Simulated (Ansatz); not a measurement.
Ansatz (a first-principles code) input (HF/6-31G*):

Ansatz 0.2 input:
```yaml
crystal:
  periodic: [false, false, false]
  atoms:
    - {symbol: C, position_ang: [0.03604369, 0.59988402, 0.00981060]}
    - {symbol: N, position_ang: [0.01278833, -0.81658708, 0.09337524]}
    - {symbol: H, position_ang: [-0.94706532, 1.15032479, 0.01173100]}
    - {symbol: H, position_ang: [-0.48696740, -1.12641861, -0.74192440]}
    - {symbol: H, position_ang: [0.56295787, 1.01911017, 0.88242077]}
    - {symbol: H, position_ang: [0.56529441, 1.07378910, -0.86471768]}
basis:
  gaussian:
    orbitals: 6-31G*
hamiltonian:
  xc: {name: HF}
total_charge: -1
phonons: {temperatures: {t_min: 298.15, t_max: 298.15, t_step: 100}}
```

Output:

```
Functional definition: HF
integrals: 0.00 GiB planned
459 factors; integrals over basis functions are off by at most 4.8e-4 eV
mean field: 0.06 GiB planned
mean field evaluation 1: about -2570.5960 eV, gradient 2.3e1 eV
mean field evaluation 2: about -2570.5952 eV, gradient 2.3e1 eV
mean field evaluation 4: about -2571.8966 eV, gradient 2.5e0 eV
mean field evaluation 8: about -2571.9134 eV, gradient 4.0e-2 eV
mean field -2571.91342387 eV, -94.5160750215 hartree, gradient 2.3e-5 eV, S^2 0.000000; 0 other end points of the search recorded, 0 dependent functions left out
the calculation of the forces begins
reference -2571.91342387 eV, -94.5160750215 hartree; 9, 9 occupied and 29, 29 virtual orbitals, 459 factors
these checks for a lower state are left out or cut short: stability, starts, cluster_reference, orbital_swaps, neighbouring_geometries, increment
integrals: 0.00 GiB planned
459 factors; integrals over basis functions are off by at most 4.8e-4 eV
mean field: 0.06 GiB planned
mean field evaluation 16: about -2571.9132 eV, gradient 6.0e-6 eV
mean field -2571.91324819 eV, -94.5160685655 hartree, gradient 6.0e-6 eV, S^2 0.000000; 0 other end points of the search recorded, 0 dependent functions left out
the calculation of the forces begins
reference -2571.91324819 eV, -94.5160685655 hartree; 9, 9 occupied and 29, 29 virtual orbitals, 459 factors
these checks for a lower state are left out or cut short: stability, starts, cluster_reference, orbital_swaps, neighbouring_geometries, increment
integrals: 0.00 GiB planned
459 factors; integrals over basis functions are off by at most 4.8e-4 eV
mean field: 0.06 GiB planned
mean field -2571.91325180 eV, -94.5160686983 hartree, gradient 6.0e-6 eV, S^2 0.000000; 0 other end points of the search recorded, 0 dependent functions left out
the calculation of the forces begins
reference -2571.91325180 eV, -94.5160686983 hartree; 9, 9 occupied and 29, 29 virtual orbitals, 459 factors
these checks for a lower state are left out or cut short: stability, starts, cluster_reference, orbital_swaps, neighbouring_geometries, increment
integrals: 0.00 GiB planned
459 factors; integrals over basis functions are off by at most 4.8e-4 eV
mean field: 0.06 GiB planned
mean field -2571.91327585 eV, -94.5160695820 hartree, gradient 6.0e-6 eV, S^2 0.000000; 0 other end points of the search recorded, 0 dependent functions left out
the calculation of the forces begins
reference -2571.91327585 eV, -94.5160695820 hartree; 9, 9 occupied and 29, 29 virtual orbitals, 459 factors
these checks for a lower state are left out or cut short: stability, starts, cluster_reference, orbital_swaps, neighbouring_geometries, increment
integrals: 0.00 GiB planned
459 factors; integrals over basis functions are off by at most 4.8e-4 eV
mean field: 0.06 GiB planned
mean field evaluation 32: about -2571.9133 eV, gradient 1.3e-6 eV
mean field -2571.91327940 eV, -94.5160697126 hartree, gradient 5.9e-6 eV, S^2 0.000000; 0 other end points of the search recorded, 0 dependent functions left out
the calculation of the forces begins
reference -2571.91327940 eV, -94.5160697126 hartree; 9, 9 occupied and 29, 29 virtual orbitals, 459 factors
these checks for a lower state are left out or cut short: stability, starts, cluster_reference, orbital_swaps, neighbouring_geometries, increment
integrals: 0.00 GiB planned
459 factors; integrals over basis functions are off by at most 4.8e-4 eV
mean field: 0.06 GiB planned
mean field -2571.91328650 eV, -94.5160699736 hartree, gradient 6.1e-6 eV, S^2 0.000000; 0 other end points of the search recorded, 0 dependent functions left out
the calculation of the forces begins
reference -2571.91328650 eV, -94.5160699736 hartree; 9, 9 occupied and 29, 29 virtual orbitals, 459 factors
these checks for a lower state are left out or cut short: stability, starts, cluster_reference, orbital_swaps, neighbouring_geometries, increment
integrals: 0.00 GiB planned
459 factors; integrals over basis functions are off by at most 4.7e-4 eV
mean field: 0.06 GiB planned
mean field -2571.91328162 eV, -94.5160697941 hartree, gradient 6.0e-6 eV, S^2 0.000000; 0 other end points of the search recorded, 0 dependent functions left out
the calculation of the forces begins
reference -2571.91328162 eV, -94.5160697941 hartree; 9, 9 occupied and 29, 29 virtual orbitals, 459 factors
these checks for a lower state are left out or cut short: stability, starts, cluster_reference, orbital_swaps, neighbouring_geometries, increment
integrals: 0.00 GiB planned
459 factors; integrals over basis functions are off by at most 4.8e-4 eV
mean field: 0.06 GiB planned
mean field -2571.91335328 eV, -94.5160724276 hartree, gradient 6.0e-6 eV, S^2 0.000000; 0 other end points of the search recorded, 0 dependent functions left out
[...]
mean field: 0.06 GiB planned
mean field evaluation 64: about -2571.9134 eV, gradient 2.6e-5 eV
mean field -2571.91335621 eV, -94.5160725354 hartree, gradient 1.1e-6 eV, S^2 0.000000; 0 other end points of the search recorded, 0 dependent functions left out
the calculation of the forces begins
reference -2571.91335621 eV, -94.5160725354 hartree; 9, 9 occupied and 29, 29 virtual orbitals, 459 factors
these checks for a lower state are left out or cut short: stability, starts, cluster_reference, orbital_swaps, neighbouring_geometries, increment
integrals: 0.00 GiB planned
459 factors; integrals over basis functions are off by at most 4.8e-4 eV
mean field: 0.06 GiB planned
mean field -2571.91339282 eV, -94.5160738805 hartree, gradient 2.8e-6 eV, S^2 0.000000; 0 other end points of the search recorded, 0 dependent functions left out
the calculation of the forces begins
reference -2571.91339282 eV, -94.5160738805 hartree; 9, 9 occupied and 29, 29 virtual orbitals, 459 factors
these checks for a lower state are left out or cut short: stability, starts, cluster_reference, orbital_swaps, neighbouring_geometries, increment
integrals: 0.00 GiB planned
459 factors; integrals over basis functions are off by at most 4.8e-4 eV
mean field: 0.06 GiB planned
mean field -2571.91339273 eV, -94.5160738773 hartree, gradient 1.9e-6 eV, S^2 0.000000; 0 other end points of the search recorded, 0 dependent functions left out
the calculation of the forces begins
reference -2571.91339273 eV, -94.5160738773 hartree; 9, 9 occupied and 29, 29 virtual orbitals, 459 factors
these checks for a lower state are left out or cut short: stability, starts, cluster_reference, orbital_swaps, neighbouring_geometries, increment
integrals: 0.00 GiB planned
459 factors; integrals over basis functions are off by at most 4.8e-4 eV
mean field: 0.06 GiB planned
mean field -2571.91340693 eV, -94.5160743992 hartree, gradient 6.7e-6 eV, S^2 0.000000; 0 other end points of the search recorded, 0 dependent functions left out
the calculation of the forces begins
reference -2571.91340693 eV, -94.5160743992 hartree; 9, 9 occupied and 29, 29 virtual orbitals, 459 factors
these checks for a lower state are left out or cut short: stability, starts, cluster_reference, orbital_swaps, neighbouring_geometries, increment
integrals: 0.00 GiB planned
459 factors; integrals over basis functions are off by at most 4.8e-4 eV
mean field: 0.06 GiB planned
mean field -2571.91340632 eV, -94.5160743766 hartree, gradient 6.5e-6 eV, S^2 0.000000; 0 other end points of the search recorded, 0 dependent functions left out
the calculation of the forces begins
reference -2571.91340632 eV, -94.5160743766 hartree; 9, 9 occupied and 29, 29 virtual orbitals, 459 factors
these checks for a lower state are left out or cut short: stability, starts, cluster_reference, orbital_swaps, neighbouring_geometries, increment
integrals: 0.00 GiB planned
459 factors; integrals over basis functions are off by at most 4.7e-4 eV
mean field: 0.06 GiB planned
mean field -2571.91330943 eV, -94.5160708160 hartree, gradient 6.0e-6 eV, S^2 0.000000; 0 other end points of the search recorded, 0 dependent functions left out
the calculation of the forces begins
reference -2571.91330943 eV, -94.5160708160 hartree; 9, 9 occupied and 29, 29 virtual orbitals, 459 factors
these checks for a lower state are left out or cut short: stability, starts, cluster_reference, orbital_swaps, neighbouring_geometries, increment
integrals: 0.00 GiB planned
459 factors; integrals over basis functions are off by at most 4.8e-4 eV
mean field: 0.06 GiB planned
mean field evaluation 96: about -2571.9133 eV, gradient 1.8e-2 eV
mean field -2571.91331232 eV, -94.5160709223 hartree, gradient 6.0e-6 eV, S^2 0.000000; 0 other end points of the search recorded, 0 dependent functions left out
the calculation of the forces begins
reference -2571.91331232 eV, -94.5160709223 hartree; 9, 9 occupied and 29, 29 virtual orbitals, 459 factors
these checks for a lower state are left out or cut short: stability, starts, cluster_reference, orbital_swaps, neighbouring_geometries, increment
integrals: 0.00 GiB planned
459 factors; integrals over basis functions are off by at most 4.8e-4 eV
mean field: 0.06 GiB planned
mean field -2571.91340812 eV, -94.5160744428 hartree, gradient 1.3e-6 eV, S^2 0.000000; 0 other end points of the search recorded, 0 dependent functions left out
the calculation of the forces begins
reference -2571.91340812 eV, -94.5160744428 hartree; 9, 9 occupied and 29, 29 virtual orbitals, 459 factors
these checks for a lower state are left out or cut short: stability, starts, cluster_reference, orbital_swaps, neighbouring_geometries, increment
integrals: 0.00 GiB planned
459 factors; integrals over basis functions are off by at most 4.8e-4 eV
mean field: 0.06 GiB planned
mean field -2571.91340603 eV, -94.5160743660 hartree, gradient 1.3e-6 eV, S^2 0.000000; 0 other end points of the search recorded, 0 dependent functions left out
the calculation of the forces begins
reference -2571.91340603 eV, -94.5160743660 hartree; 9, 9 occupied and 29, 29 virtual orbitals, 459 factors
these checks for a lower state are left out or cut short: stability, starts, cluster_reference, orbital_swaps, neighbouring_geometries, increment
integrals: 0.00 GiB planned
459 factors; integrals over basis functions are off by at most 4.8e-4 eV
mean field: 0.06 GiB planned
mean field -2571.91333594 eV, -94.5160717902 hartree, gradient 1.8e-6 eV, S^2 0.000000; 0 other end points of the search recorded, 0 dependent functions left out
the calculation of the forces begins
reference -2571.91333594 eV, -94.5160717902 hartree; 9, 9 occupied and 29, 29 virtual orbitals, 459 factors
these checks for a lower state are left out or cut short: stability, starts, cluster_reference, orbital_swaps, neighbouring_geometries, increment
integrals: 0.00 GiB planned
459 factors; integrals over basis functions are off by at most 4.8e-4 eV
mean field: 0.06 GiB planned
mean field -2571.91333422 eV, -94.5160717272 hartree, gradient 2.7e-6 eV, S^2 0.000000; 0 other end points of the search recorded, 0 dependent functions left out
the calculation of the forces begins
reference -2571.91333422 eV, -94.5160717272 hartree; 9, 9 occupied and 29, 29 virtual orbitals, 459 factors
these checks for a lower state are left out or cut short: stability, starts, cluster_reference, orbital_swaps, neighbouring_geometries, increment
integrals: 0.00 GiB planned
459 factors; integrals over basis functions are off by at most 4.8e-4 eV
mean field: 0.06 GiB planned
mean field evaluation 128: about -2571.9134 eV, gradient 9.3e-6 eV
mean field -2571.91340033 eV, -94.5160741565 hartree, gradient 9.5e-6 eV, S^2 0.000000; 0 other end points of the search recorded, 0 dependent functions left out
the calculation of the forces begins
reference -2571.91340033 eV, -94.5160741565 hartree; 9, 9 occupied and 29, 29 virtual orbitals, 459 factors
these checks for a lower state are left out or cut short: stability, starts, cluster_reference, orbital_swaps, neighbouring_geometries, increment
integrals: 0.00 GiB planned
459 factors; integrals over basis functions are off by at most 4.8e-4 eV
mean field: 0.06 GiB planned
mean field -2571.91340002 eV, -94.5160741451 hartree, gradient 8.0e-6 eV, S^2 0.000000; 0 other end points of the search recorded, 0 dependent functions left out
the calculation of the forces begins
reference -2571.91340002 eV, -94.5160741451 hartree; 9, 9 occupied and 29, 29 virtual orbitals, 459 factors
Total energy: -2571.91342387 eV, -94.5160750215 hartree
Atom 0 at     0.036044     0.599884     0.009811 Å, force    -0.000305    -0.000897    -0.000447 eV/Å
Atom 1 at     0.012788    -0.816587     0.093375 Å, force     0.000374     0.000239     0.000625 eV/Å
Atom 2 at    -0.947065     1.150325     0.011731 Å, force    -0.000259     0.000008     0.000123 eV/Å
Atom 3 at    -0.486967    -1.126419    -0.741924 Å, force    -0.000147     0.000567    -0.000303 eV/Å
Atom 4 at     0.562958     1.019110     0.882421 Å, force     0.000101     0.000100     0.000165 eV/Å
Atom 5 at     0.565294     1.073789    -0.864718 Å, force     0.000235    -0.000017    -0.000163 eV/Å
Dipole moment:    -0.094831     0.533906    -0.210260 e Å
Vibrations: 449.32 1100.68 1116.82 1223.30 1499.89 1608.10 1609.20 1661.14 2655.83 2761.80 3020.69 3402.31 cm⁻¹, zero-point energy 1.370588 eV
```

The blocks after the first are displaced geometries, from whose forces the wavenumbers follow.

The dipole moment of an ion depends on the origin.
